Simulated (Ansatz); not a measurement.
Basis-set extrapolation for C₂H₇FN₂, SMILES `CC(N)(N)F` (PBE0-D4/def2-TZVP geometry, frozen core, the Gaussian-basis code of Ansatz). Multiplicity 1, RHF reference.

|  | def2-TZVPP | def2-QZVPP |
| --- | --- | --- |
| HF | -288.283715 | -288.297076 |
| MP2 correlation | -1.024354 | -1.101789 |
| CCSD(T) correlation | -1.095253 | not run |

Energies in hartree. Use E(X) = E(∞) + A·exp(−7.88·√X) for Hartree–Fock and E(X) = E(∞) + B·X^(−2.97) for correlation, with X = 3 and 4, and add CCSD(T) minus MP2 of the smaller set to the MP2 limit.

Problem. What is the CCSD(T) energy at the basis-set limit?

Solution. HF limit: -288.297076 + (-0.013361) × 0.13774 = -288.29892. MP2 limit: -1.101789 + (-0.077435) × 0.74074 = -1.15915. Higher-order term: -1.095253 − (-1.024354) = -0.07090. Total: -289.52897 hartree, 393.8 kJ/mol below CCSD(T)/def2-TZVPP.
